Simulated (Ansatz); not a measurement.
# C4H6O2: a ladder of functionals and wavefunction methods

An exercise on one series of results from a longer session: the logs are not shown, and one member is left open.

Computed with Ansatz 0.2.0, Gaussian basis. Level: functionals in def2-TZVPP, the program's frozen cores in correlated methods.

Plan: PBE-D4, r2SCAN-D4, PBE0-D4, B3LYP-D4, ωB97X-V, ωB97M-V, B2PLYP; CCSD(T)/def2-TZVPP; MP2/def2-QZVPP; extrapolation to the limit.

**The relaxed structure**

All runs share one geometry, relaxed beforehand with PBE0-D4 in a triple-zeta def2 set.

SMILES `C=CCOC=O`, 12 atoms, charge 0, spin multiplicity 1.

Atoms are counted from 1 here; the program's logs count them from 0.

Bond lengths: C1–C2 1.324 Å, C1–H7 1.086 Å, C1–H8 1.084 Å, C2–C3 1.489 Å, C2–H9 1.086 Å, C3–O4 1.442 Å, C3–H10 1.093 Å, C3–H11 1.090 Å, O4–C5 1.329 Å, C5–O6 1.197 Å, C5–H12 1.100 Å. Angles: C2–C1–H7 121.4°, C2–C1–H8 121.6°, H7–C1–H8 116.9°, C1–C2–C3 123.2°, C1–C2–H9 120.7°, C3–C2–H9 116.1°, C2–C3–O4 111.7°, C2–C3–H10 110.8°, C2–C3–H11 111.1°, O4–C3–H10 108.3°, O4–C3–H11 104.9°, H10–C3–H11 109.7°, C3–O4–C5 116.2°, O4–C5–O6 126.2°, O4–C5–H12 109.1°, O6–C5–H12 124.7°.

Geometry (Å):

```csv
atom,x (Å),y (Å),z (Å)
C1,-0.2279,-1.9956,0.7699
C2,-0.1630,-0.6765,0.6735
C3,0.6828,0.0271,-0.3296
O4,-0.1120,0.8184,-1.2356
C5,-0.4747,2.0209,-0.7997
O6,-0.2114,2.4949,0.2671
H7,0.3288,-2.6408,0.0970
H8,-0.8317,-2.4807,1.5277
H9,-0.7241,-0.0424,1.3537
H10,1.4017,0.6870,0.1624
H11,1.2108,-0.6827,-0.9657
H12,-1.0613,2.5253,-1.5815
```

The first run:

in.yaml reads:

```yaml
crystal:
  periodic: [false, false, false]
  atoms:
    - {symbol: C, position_ang: [-0.227911, -1.995572, 0.769922]}
    - {symbol: C, position_ang: [-0.163002, -0.676484, 0.673495]}
    - {symbol: C, position_ang: [0.682847, 0.027121, -0.329593]}
    - {symbol: O, position_ang: [-0.112003, 0.818389, -1.235626]}
    - {symbol: C, position_ang: [-0.474731, 2.020860, -0.799749]}
    - {symbol: O, position_ang: [-0.211446, 2.494907, 0.267093]}
    - {symbol: H, position_ang: [0.328819, -2.640752, 0.097023]}
    - {symbol: H, position_ang: [-0.831668, -2.480743, 1.527732]}
    - {symbol: H, position_ang: [-0.724083, -0.042419, 1.353749]}
    - {symbol: H, position_ang: [1.401693, 0.686962, 0.162428]}
    - {symbol: H, position_ang: [1.210821, -0.682692, -0.965658]}
    - {symbol: H, position_ang: [-1.061336, 2.525324, -1.581518]}
basis:
  gaussian: {orbitals: def2-TZVPP}
hamiltonian: {xc: pbe, dispersion: d4}
output: {forces: true, orbitals: {seedname: orbitals}}
```

Launch:

```
$ ansatz run in.yaml --threads 4 --pin off --events-out ev --progress --plain --max-ram 10444MiB
```

Steps of the session up to this table: PBE-D4 (GGA); r2SCAN-D4 (meta-GGA); PBE0-D4 (hybrid); B3LYP-D4 (hybrid); ωB97X-V (range-separated); ωB97M-V (range-separated); B2PLYP (double hybrid); CCSD(T) in def2-TZVPP; MP2 in def2-QZVPP.

One of the session's tables, all rows but one given; the rest of the session is left out.

| method | atomisation energy (kJ/mol) |
| --- | --- |
| PBE-D4 | 5323.4 |
| r2SCAN-D4 | ? |
| PBE0-D4 | 5180.7 |
| B3LYP-D4 | 5145.8 |
| ωB97X-V | 5146.7 |
| ωB97M-V | 5158.5 |
| B2PLYP | 5101.8 |
| HF/def2-TZVPP | 3661.9 |
| MP2/def2-TZVPP | 5135.2 |
| CCSD/def2-TZVPP | 4912.7 |
| CCSD(T)/def2-TZVPP | 5008.0 |
| MP2/CBS | 5264.0 |
| CCSD(T)/CBS | 5136.9 |

Q: Estimate the row for r2SCAN-D4 from the others.

As computed: atomisation energy (kJ/mol): 5168.4. In the column «atomisation energy (kJ/mol)» it lies between ωB97M-V (5158.5) and PBE0-D4 (5180.7).
